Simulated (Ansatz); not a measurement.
Basis-set extrapolation for C$_{3}$H$_{5}$FS, SMILES `C=C(S)CF` (PBE0-D4/def2-TZVP geometry, frozen core, the Gaussian-basis code of Ansatz). Multiplicity 1, RHF reference.

|  | def2-TZVPP | def2-QZVPP |
| --- | --- | --- |
| HF | -613.553833 | -613.574693 |
| MP2 correlation | -0.917034 | -0.988626 |
| CCSD(T) correlation | -0.997875 | not run |

Energies in hartree. Use E(X) = E(∞) + A·exp(−7.88·√X) for Hartree–Fock and E(X) = E(∞) + B·X^(−2.97) for correlation, with X = 3 and 4, and add CCSD(T) minus MP2 of the smaller set to the MP2 limit.

Task: What is the CCSD(T) energy at the basis-set limit?

Result: HF limit: -613.574693 + (-0.020860) × 0.13774 = -613.57757. MP2 limit: -0.988626 + (-0.071592) × 0.74074 = -1.04166. Higher-order term: -0.997875 − (-0.917034) = -0.08084. Total: -614.70007 hartree, 93.1 kcal/mol below CCSD(T)/def2-TZVPP.
